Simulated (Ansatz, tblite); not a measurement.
# The cluster Zn2S+: one state, many levels

How do method and basis change the picture of the cluster Zn2S+ (doublet)?

Method: as each input shows; program: Ansatz 0.2.0, Gaussian basis.

Levels to be run: GFN1-xTB, GFN2-xTB, PBE-D4/def2-TZVP, r2SCAN-D4/def2-TZVP, B3LYP-D4/def2-TZVP, PBE-QIDH/def2-TZVP, LDA/def2-TZVP, ωB97X-V/def2-TZVP, CAM-B3LYP-D4/def2-TZVP, LC-ωPBE(0.10)/def2-TZVP, LC-ωPBE(0.15)/def2-TZVP, LC-ωPBE(0.20)/def2-TZVP, LC-ωPBE(0.30)/def2-TZVP, PBE-D4/def2-SVP, PBE0-D4/def2-SVP, CCSD(T)/def2-TZVPP, MP2/def2-TZVP, RPA/def2-TZVP.

1 further run of the same task is left out (set aside as unsound or not needed). Runs told in other sessions of the task aren't counted.

### Step 1. The relaxed structure

The geometry is that of the doublet, from an earlier relaxation (r2SCAN-D4/def2-TZVP). At that level it is the lowest of the isomers that a small search found.

3 atoms, charge 1, spin multiplicity 2.

Bond lengths: Zn1–S3 2.176 Å, Zn2–S3 2.176 Å. Angles: Zn1–S3–Zn2 112.8°.

The ion is computed in the gas phase, without counter-ions or solvent.

PBE0-D4/def2-TZVP was run before; its log isn't repeated, and its numbers join the tables.

### Step 2. GFN1-xTB

Tight binding, by tblite at 300 K electronic temperature and without a spin-polarisation term:

```python
tblite.interface.Calculator('GFN1-xTB', numbers, positions, charge=1, uhf=1).singlepoint()
```

Energy -132.4267 eV; 0.002 s.

### Step 3. GFN2-xTB

Tight binding, by tblite at 300 K electronic temperature and without a spin-polarisation term:

```python
tblite.interface.Calculator('GFN2-xTB', numbers, positions, charge=1, uhf=1).singlepoint()
```

Energy -105.2316 eV; 0.002 s.

### Step 4. PBE-D4/def2-TZVP

start.molden holds the orbitals of an earlier run on this state, given as this run's starting guess.

in.yaml reads:

```yaml
crystal:
  periodic: [false, false, false]
  atoms:
    - {symbol: Zn, position_ang: [1.472877, -0.137966, 1.121672]}
    - {symbol: Zn, position_ang: [-1.810344, -0.019988, -0.410864]}
    - {symbol: S, position_ang: [0.337467, 0.157953, -0.710808]}
basis:
  gaussian: {orbitals: def2-TZVP, initial_orbitals: start.molden}
total_charge: 1
magnetization: {spin_polarized: true, initial_magnetization: 1}
hamiltonian: {xc: pbe, dispersion: d4}
scf: {omitted_lower_state_checks: [starts]}
output: {orbitals: {seedname: orbitals}}
```

The run is started by

```
$ ansatz run in.yaml --threads 4 --pin off --events-out ev --progress --plain --max-ram 3916MiB
```

The runs that follow: r2SCAN-D4/def2-TZVP; B3LYP-D4/def2-TZVP; PBE-QIDH/def2-TZVP; LDA/def2-TZVP; ωB97X-V/def2-TZVP; CAM-B3LYP-D4/def2-TZVP; LC-ωPBE(0.10)/def2-TZVP; LC-ωPBE(0.15)/def2-TZVP; LC-ωPBE(0.20)/def2-TZVP; LC-ωPBE(0.30)/def2-TZVP; PBE-D4/def2-SVP; PBE0-D4/def2-SVP; CCSD(T)/def2-TZVPP; MP2/def2-TZVP; RPA/def2-TZVP.

Before running them: what should the planned runs give, taken together? Wanted: gap in def2-TZVP, named functionals, smallest and largest; gap over the ω; correlation energy, CCSD(T)/def2-TZVPP; correlation energy, MP2/def2-TZVP; ⟨S²⟩ in def2-TZVP, named functionals, smallest and largest; PBE0 total energy, smallest basis above largest.

The runs gave:

| quantity | value |
| --- | --- |
| gap in def2-TZVP, named functionals, smallest and largest | 0.52 eV (LDA), 4.62 eV (ωB97X-V) |
| gap over the ω (1/bohr) | 3.09 eV at 0.1, 4.65 eV at 0.3 |
| correlation energy, CCSD(T)/def2-TZVPP | -29.44 eV |
| correlation energy, MP2/def2-TZVP | -25.91 eV |
| ⟨S²⟩ in def2-TZVP, named functionals, smallest and largest | 0.752, 0.781 |
| PBE0 total energy, smallest basis above largest | 17.72 eV (def2-SVP, def2-TZVP) |

In words: Over the named functionals in def2-TZVP the gap runs from 0.52 eV (LDA) to 4.62 eV (ωB97X-V); exact exchange widens it. Raising the ω (1/bohr) from 0.1 to 0.3 moves the HOMO by -0.81 eV and the LUMO by +0.75 eV. Over the named functionals in def2-TZVP spin contamination reaches 0.03 (ωB97X-V), which is small. Notes on CCSD(T)/def2-TZVPP: large T1 diagnostic.
